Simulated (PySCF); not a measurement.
**Which basis set comes closest?**

Molecule: `C=CN=C=O`, C$_{3}$H$_{3}$NO.

Bonds (- single, = double, # triple, : aromatic): C1=C2 1.337 Å, C2-N3 1.376 Å, N3=C4 1.199 Å, C4=O5 1.169 Å. C1 carries H6, H7; C2 carries H8. H7 is cis to N3; H6 is trans to N3.

Geometry PBE0-D3(BJ)/def2-SVP throughout; GIAO in PySCF 2.14, gas phase, one conformer, non-relativistic; equivalent atoms averaged; functional PBE0.

Reference values (measured; solution, not stated per compound (mostly CDCl3 or CCl4); Pretsch, Buehlmann, Badertscher, Structure Determination of Organic Compounds, 4th ed. (2009)): δ(H8) = 6.12 ppm, δ(H6) = 4.77 ppm, δ(H7) = 5.01 ppm. Computed shifts are taken against TMS, calculated as an isolated molecule at each level.

Q: How do the basis sets pcSseg-0, cc-pVDZ, aug-cc-pVDZ, cc-pVTZ, IGLO-III perform against the reference? Times are CPU seconds on 1 thread of an Arm Neoverse V2, shared host.

A: 
```tsv
basis set	functions	H8	H6	H7	mean abs. error H	core-s
pcSseg-0	51	5.84	5.46	5.53	0.50	2.5
cc-pVDZ	85	5.46	5.20	5.20	0.43	4.5
aug-cc-pVDZ	142	5.86	5.44	5.40	0.44	8.2
cc-pVTZ	192	5.68	5.32	5.28	0.42	12
IGLO-III	205	5.73	5.32	5.31	0.41	12
```

For 1H the closest is IGLO-III (0.41 ppm, with cc-pVTZ, cc-pVDZ, aug-cc-pVDZ practically level) and the furthest pcSseg-0 (0.50 ppm). Where a smaller basis beats a larger one, errors probably cancel. One molecule is a small sample, and vibrational and solvent effects are absent from the calculation.

A small basis that lands close on one nucleus may do so by chance; judge by the trend and by all nuclei.
